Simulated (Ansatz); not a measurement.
# CH₂Li₂ (SMILES [Li][CH2][Li]): one structure at several levels

One table from this session's results is given with a row withheld; the runs are named, their logs left out.

Method: single points in def2-TZVPP; program: Ansatz 0.2.0, Gaussian basis.

Cores are frozen in the correlated methods. The outer core shell of Li, Na, Mg and K is correlated.

## Starting geometry

SMILES `[Li][CH2][Li]`, 5 atoms, charge 0, spin multiplicity 1.

Atoms are counted from 1 here; the program's logs count them from 0.

Bond lengths: Li1–C2 1.910 Å, C2–Li3 1.888 Å, C2–H4 1.119 Å, C2–H5 1.108 Å. Angles: Li1–C2–Li3 100.3°, Li1–C2–H4 109.6°, Li1–C2–H5 111.4°, Li3–C2–H4 110.8°, Li3–C2–H5 114.0°, H4–C2–H5 110.3°.

As a file:

```xyz
5
CH2Li2
Li   -0.7492   -1.0250    1.2277
C    -0.1052    0.1657   -0.1194
Li    1.6849   -0.4170   -0.2597
H    -0.1519    1.2186    0.2565
H    -0.6867    0.0661   -1.0573
```

The first run:

File run/in.yaml:

```yaml
crystal:
  periodic: [false, false, false]
  atoms:
    - {symbol: Li, position_ang: [-0.749168, -1.025036, 1.227695]}
    - {symbol: C, position_ang: [-0.105220, 0.165716, -0.119419]}
    - {symbol: Li, position_ang: [1.684851, -0.417044, -0.259656]}
    - {symbol: H, position_ang: [-0.151854, 1.218578, 0.256502]}
    - {symbol: H, position_ang: [-0.686746, 0.066126, -1.057329]}
basis:
  gaussian: {orbitals: def2-TZVPP}
hamiltonian: {xc: pbe, dispersion: d4}
output: {forces: true}
```

Run with:

```sh
$ ansatz run in.yaml --threads 2 --pin off --events-out ev --progress --plain --max-ram 3481MiB
```

Steps of the session up to this table: PBE-D4/def2-TZVPP; r2SCAN-D4/def2-TZVPP; PBE0-D4/def2-TZVPP; wB97M-V/def2-TZVPP; CCSD(T)/def2-TZVPP.

One of the session's tables, all rows but one given; the rest of the session is left out.

| method | RMS force component (eV/Å) | angle to CCSD(T) forces (°) | dipole (D) |
| --- | --- | --- | --- |
| PBE-D4 | 0.220 | 14.5 | 5.93 |
| r2SCAN-D4 | ? | ? | ? |
| PBE0-D4 | 0.256 | 11.4 | 6.32 |
| wB97M-V | 0.289 | 11.3 | 6.34 |
| CCSD(T) | 0.310 | reference | 6.17 |

**Question.** Estimate the row for r2SCAN-D4.

As computed: RMS force component (eV/Å): 0.269; angle to CCSD(T) forces (°): 8.8; dipole (D): 6.33. In the column «RMS force component (eV/Å)» it lies between PBE0-D4 (0.256) and wB97M-V (0.289).
